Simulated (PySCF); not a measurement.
**Na₂ and its ions**

PBE0; Na def2-SVPD; no relativity (PySCF 2.14). Neutral (UKS): singlet (closed shell), Re = 3.121 Å, ωe = 161 cm⁻¹, De = 0.71 eV, HOMO -3.56 eV, LUMO -1.32 eV.

Na₂⁻ (UKS): doublet (σ ↑), Re = 3.557 Å, ωe = 101 cm⁻¹, De = 0.82 eV to Na + Na⁻. The energies at the minima are -324.25758 hartree for Na2 and -324.27581 for Na₂⁻.

Task: Work out the adiabatic electron affinity, without and with harmonic zero-point energies (1 hartree = 27.2114 eV, 1 eV = 8065.5 cm⁻¹), and the change of the bond length.

Result: At PBE0: 0.01823 hartree = 0.496 eV between the minima; the zero-point term (161.0 − 101.0)/2 cm⁻¹ = +0.004 eV makes it 0.500 eV. Re changes by +43.6 pm against the neutral. The electron enters a σ orbital; the charge polarises the partner, so the anion is bound more strongly.

Closed-shell solutions of metal pairs were not tested for spin polarisation, which can lower them a little. The highest Kohn–Sham level is positive in this anion. Much of that is self-interaction error, but it also means that the finite basis helps to hold the extra electron. States were picked by a PBE0 search and need not be the measured ground states.
